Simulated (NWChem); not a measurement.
System: allene (C3H4); SMILES C=C=C

NWChem input:

```
start job
memory heap 200 mb stack 900 mb global 1100 mb
geometry units angstroms noautosym nocenter noautoz
  C      0.000000     0.000000     1.316492
  C      0.000000     0.000000     0.000000
  C      0.000000     0.000000    -1.316492
  H     -0.666259     0.666259     1.890869
  H      0.666259    -0.666259     1.890869
  H     -0.666259    -0.666259    -1.890869
  H      0.666259     0.666259    -1.890869
end
basis spherical
  C library def2-svp
  H library def2-svp
end
dft
  xc m06-2x
  iterations 150
end
cosmo
  do_cosmo_smd true
  solvent dmso
end
task dft energy
```

Structure relaxed at the PBE-D3(BJ)/def2-SVP level. Solvent: dimethyl sulfoxide.

Level: M06-2X/def2-SVP with SMD (1 M gas to 1 M solution), gas-phase geometry.

Problem. What results follow from this input? (M06-2X/def2-SVP, SMD on the gas-phase geometry.) Quantities: solvation free energy (kcal/mol); cavity-dispersion-structure term (kcal/mol).

Solution. 
```
Item                                         Result
-------------------------------------------  ------
solvation free energy (kcal/mol)               -0.8
cavity-dispersion-structure term (kcal/mol)     2.0
```
